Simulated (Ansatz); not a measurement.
CH3N, singlet: CASSCF and its corrections

Calculated in Ansatz's Gaussian-basis code; CASPT2, NEVPT3, NEVPT4(SD) by development code. Basis cc-pVDZ, nonrelativistic, 2 orbitals frozen in the corrections. State-specific CASSCF; RHF is the lowest restricted (open-shell) Hartree–Fock solution met. Solutions may break the symmetry of the shape. The lowest solution met needn't be the lowest there is, nor hold the orbitals that a chemist would pick.

Geometry:

```xyz
5

C     0.0000    0.0281    0.5921
N     0.0000   -0.1536   -0.6758
H     0.0000    1.0006    1.0943
H     0.0000   -0.8470    1.2401
H     0.0000    0.7531   -1.1566
```

Problem. What do CASSCF and its corrections give against RHF in CAS(4,3), and what are the occupations?

Solution. CASSCF -0.963 eV, SC-NEVPT2 -8.267 eV, FIC-NEVPT2 -8.274 eV, NEVPT3 -8.816 eV, NEVPT4(SD) -9.075 eV, CASPT2 (IPEA 0) -8.294 eV; occupations 2.00, 1.91, 0.09. The MRCI reference weight is 0.917.

Problem. How do single-reference totals in the same basis and frozen core stand against SC-NEVPT2 in CAS(4,3)?

Solution. CCSD(T) -0.895 eV. Coupled cluster stands on the determinant that it favours, which can lie over the RHF solution above, and is in doubt where the occupations are far from 0, 1 and 2.
